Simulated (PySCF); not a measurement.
# Cl: ionisation energy

Cl [Ne] 3s2 3p5 (2P) → Cl⁺ [Ne] 3s2 3p4 (3P), as a difference of total energies. All numbers are calculated (PySCF 2.14, the non-relativistic Hamiltonian (point nucleus), in cc-pV(T+d)Z (5s4p3d1f, 39 functions)). Correlated levels: valence: [Ne] frozen. The calculations carry no spin-orbit coupling.

```
           method  ionisation energy (eV)
              UHF                  11.773
            M06-L                  12.879
             PBE0                  12.955
    MP2 (valence)                  12.714
SCS-MP2 (valence)                  12.712
   CCSD (valence)                  12.674
CCSD(T) (valence)                  12.712
```

Errors of the correlated levels include the incompleteness of this basis and the frozen core.

Q: Which method comes closest to the reference value, and which is furthest?

A: The reference is 12.974 eV (measured; NIST levels, between the centres of gravity of the two terms). Closest: PBE0 (error -0.019 eV); furthest: UHF (error -1.201 eV).
